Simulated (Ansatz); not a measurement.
**fcc Pb**

Level of theory: PBEsol+SOC (plane waves, PAW; Ansatz, an electronic-structure program).

Run with plane-wave cutoff 520 eV, 20×20×20 k mesh, Fermi–Dirac smearing 0.05 eV, PAW data made under PBE.

Cell (relaxed at this level):

Pb is taken in the cubic space group Fm-3m (No. 225), the fcc (Cu type) structure, Pearson symbol cF4. Cell: a = b = c = 4.936 Å, α = β = γ = 90.00°. Pb on 4a is coordinated by 12 Pb at 3.490 Å (cuboctahedral). (Neighbours: up to the widest gap in distance over summed covalent radii, below 1.35, at either atom.)
(The calculation used a cell of 1 atom; values per cell refer to that cell.)

- bulk modulus = 45.1 GPa
- band gap = zero (no gap)
- pressure derivative B′ of the bulk modulus = 4.7

Measured, for comparison: bulk modulus 47 GPa (corrected for temperature and zero-point phonon effects; as tabulated in Levämäki et al. (2014), arXiv:1402.3671). Computed (rounded) less measured: bulk modulus -4 %.

Computed values are for the static lattice.

Computing time: very roughly 5 core-minutes.
